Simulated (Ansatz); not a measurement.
Geometry optimisation, RKS BHLYP/def2-mTZVP in Ansatz.

input.yaml

```yaml
crystal:
  periodic: [false, false, false]
  atoms:
    - { symbol: Si, position_ang: [0.0, 0.0, 0.0] }
    - { symbol: F, position_ang: [0.9996, 0.0, 1.4848] }
    - { symbol: H, position_ang: [1.6189, 0.0, 0.3673] }
    - { symbol: H, position_ang: [-0.6877, 1.1914, -0.4862] }
    - { symbol: O, position_ang: [-0.7913, -1.3709, -0.5594] }
    - { symbol: H, position_ang: [-1.2459, -1.8365, 0.2129] }
basis:
  gaussian: { orbitals: def2-mTZVP }
hamiltonian:
  xc: { name: BHLYP }
relax:
  f_tol: 0.15
  max_steps: 25
  restrain:
    - { distance: [1, 2], at: 0.92, k: 30.0 }
    - { distance: [0, 1], at: 2.79, k: 30.0 }
    - { distance: [0, 2], at: 2.66, k: 30.0 }
```

Run as:

```bash
$ ansatz run input.yaml --threads 1 --pin off --max-ram 2048MiB --backend cpu --events-out ev --progress --plain --runs-dir out
```

Question: Where does it end, and by what steps?

Answer: It converged. The restraints hold the end off the free minimum. The force dipped under the threshold on the way, but the program's further checks kept it going. After 13 steps the energy has fallen by 1.669 eV (the restraints' own energy left out); Si1 moved furthest, 0.73 Å. Parted: Si1–F2 (1.79 → 2.79 Å). Joined: F2–H3 (1.28 → 0.92 Å).

```json
{"step": "0", "energy less start (eV)": "0.0000", "largest force component (eV/Å)": "4.830", "accepted": "yes"}
{"step": "1", "energy less start (eV)": "1.1715", "largest force component (eV/Å)": "7.349", "accepted": "yes"}
{"step": "2", "energy less start (eV)": "1.5734", "largest force component (eV/Å)": "7.768", "accepted": "yes"}
{"step": "3", "energy less start (eV)": "0.4421", "largest force component (eV/Å)": "6.755", "accepted": "yes"}
{"step": "4", "energy less start (eV)": "-0.6969", "largest force component (eV/Å)": "2.217", "accepted": "yes"}
{"step": "5", "energy less start (eV)": "-1.2118", "largest force component (eV/Å)": "1.150", "accepted": "yes"}
{"step": "6", "energy less start (eV)": "-1.4974", "largest force component (eV/Å)": "1.593", "accepted": "yes"}
{"step": "7", "energy less start (eV)": "-1.5341", "largest force component (eV/Å)": "2.502", "accepted": "yes"}
{"step": "8", "energy less start (eV)": "-1.6593", "largest force component (eV/Å)": "0.158", "accepted": "yes"}
{"step": "9", "energy less start (eV)": "-1.6549", "largest force component (eV/Å)": "0.882", "accepted": "no"}
{"step": "10", "energy less start (eV)": "-1.6671", "largest force component (eV/Å)": "0.131", "accepted": "yes"}
{"step": "11", "energy less start (eV)": "-1.6666", "largest force component (eV/Å)": "0.271", "accepted": "no"}
{"step": "12", "energy less start (eV)": "-1.6677", "largest force component (eV/Å)": "0.291", "accepted": "no"}
{"step": "13", "energy less start (eV)": "-1.6690", "largest force component (eV/Å)": "0.158", "accepted": "yes"}
```

```xyz
6
Properties=species:S:1:pos:R:3
Si -0.064 -0.065 -0.723
F 1.519 0.134 1.565
H 2.085 0.035 0.847
H -1.135 0.886 -0.216
O -0.830 -1.494 -0.442
H -1.682 -1.512 -0.011
```

The run took 12 s on 1 thread of AMD EPYC 9R45 96-Core Processor (Zen 5), with other jobs on the host, peak memory 0.15 GiB.
